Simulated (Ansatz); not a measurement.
Born–Oppenheimer molecular dynamics of C₂H₃ClO (7 atoms, charge 0, multiplicity 1). It starts from a relaxed structure.

Method: RKS r2SCAN/STO-3G (Ansatz 0.2.0).

```
ensemble                      : NVE (velocity Verlet)
time step                     : 0.5 fs
steps asked                   : 100
starting velocities drawn for : 1000 K
seed                          : 591473
```

First frame:

```xyz
7
Properties=species:S:1:pos:R:3
C -0.183 0.396 0.811
C -0.200 -0.172 -0.411
O 0.861 -0.668 -1.182
Cl -1.740 -0.400 -1.327
H -1.103 0.737 1.287
H 0.760 0.525 1.349
H 1.666 -0.487 -0.572
```

Q: How far do the bonds stretch over the last three quarters of this one trajectory? (Pairs bonded in most of those frames.)

A: 
```csv
bond,mean (Å),spread (Å),shortest,longest
C1–C2,1.357,0.011,1.34,1.38
C1–H5,1.094,0.016,1.06,1.12
C1–H6,1.104,0.034,1.05,1.16
C2–O3,1.415,0.019,1.38,1.45
C2–Cl4,1.829,0.039,1.77,1.88
O3–H7,1.035,0.043,0.97,1.10
```

Mean temperature of the second half: 518 K. The conserved energy stayed within 0.74 meV per atom of its start (net change 0.19 meV per atom), so the integration is sound. A run of 0.05 ps of so small a system gives no equilibrium averages. Limits of this set-up: minimal basis.

The run took 3.1 min on 1 thread of Arm Neoverse V1, with other jobs on the host, peak memory 0.1 GiB.
